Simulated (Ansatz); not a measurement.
Cartesian coordinates (Å):
```xyz
4

N     -0.0016    -0.0070     0.3039
H      0.9036    -0.2433    -0.1023
H     -0.6637    -0.6566    -0.1200
H     -0.2383     0.9070    -0.0816
```
Charge +1, spin multiplicity 2.

The numbers are results of frozen-core CCSD(T)/cc-pVTZ // PBE0-D3(BJ)/def2-SVP (Ansatz, a program for electronic structure), not measurements. The geometry is that of the parent before the electron was removed.

The HF energy is -55.87063 Ha and the MP2 correlation energy is -0.18044 Ha.

### Question
Estimate the CCSD correlation energy, the (T) correction, the total energy and the T1 diagnostic.

### Answer

The CCSD correlation energy is -0.19874 Ha and the (T) correction comes out as -0.00487 Ha. The CCSD(T) total energy comes out as -56.07424 Ha and the T1 diagnostic is 0.007.
